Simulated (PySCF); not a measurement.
Vibration and rotation of CF⁻

UHF-CCSD(T) constants of CF⁻, ³Σ⁻ (triplet), unpaired electrons π ↑↑ (basis C aug-cc-pVDZ, F aug-cc-pVDZ; no relativity; PySCF 2.14; masses 12.0000 and 18.9984 u):

* ωe: 717.3 cm⁻¹
* ωexe: 7.14 cm⁻¹
* Be: 1.0299 cm⁻¹
* αe: 0.0174 cm⁻¹
* De to C + F⁻: 2.41 eV

**Question.** What force constant and bond length do these constants imply?

**Answer.** Reduced mass μred = 7.3546 u; k = 5.8918×10⁻⁷·μred·ωe² (u, cm⁻¹, mdyn/Å) = 2.23 mdyn/Å; Re = √(16.8576/(μred·Be)) (u, cm⁻¹, Å) = 1.492 Å.

**Question.** Estimate the centrifugal constant D from the Kratzer relation and find the Dunham coefficient a1.

**Answer.** D = 4Be³/ωe² = 8.49e-06 cm⁻¹; a1 = −1 − αeωe/(6Be²) = -2.96.

Correlated steps freeze 2 core orbitals. Correlated levels converge slowly with the basis: in double zeta they bind strong bonds too weakly, by up to about 1 eV, and carry superposition errors of some tenths. For an ion De counts to the pair picked by the measured ionisation energies or electron affinities, which need not be the lowest pair at this level. The state was picked by a PBE0 search and need not be the measured ground state.
